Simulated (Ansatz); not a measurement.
The cluster B₃H⁻. Total charge -1; doublet. Geometry PBE-D4/def2-TZVPD; atoms count from 1.

Cartesian coordinates in Å:
```
B -0.008 1.054 0.671
B 0.210 -0.355 1.214
B -0.051 -0.077 -0.406
H -0.151 -0.623 -1.478
```

The structure comes from a short search, and lower isomers may exist.

(1) Estimate the Mulliken populations from the PBE0/def2-TZVPD orbitals of Ansatz.

(2) Where does the spin sit?

(3) And the Mayer bond orders between heavy atoms (over 0.3)?

Results:

(1) 
| atom | charge (e) | spin (α − β) |
| --- | --- | --- |
| B1 | -0.67 | 0.36 |
| B2 | -0.41 | 0.63 |
| B3 | 0.09 | -0.03 |
| H4 | -0.01 | 0.04 |
Mulliken values depend strongly on the basis. With diffuse functions, as here, like atoms can get unlike values, and bond orders can come out too low or too high.

(2) Summed by element: B 0.96, H 0.04, of 1 unpaired in all. Largest on single atoms: B2 0.63, B1 0.36, H4 0.04.

(3) B1–B2 2.03 (1.53 Å); B1–B3 1.47 (1.56 Å); B2–B3 1.16 (1.66 Å).
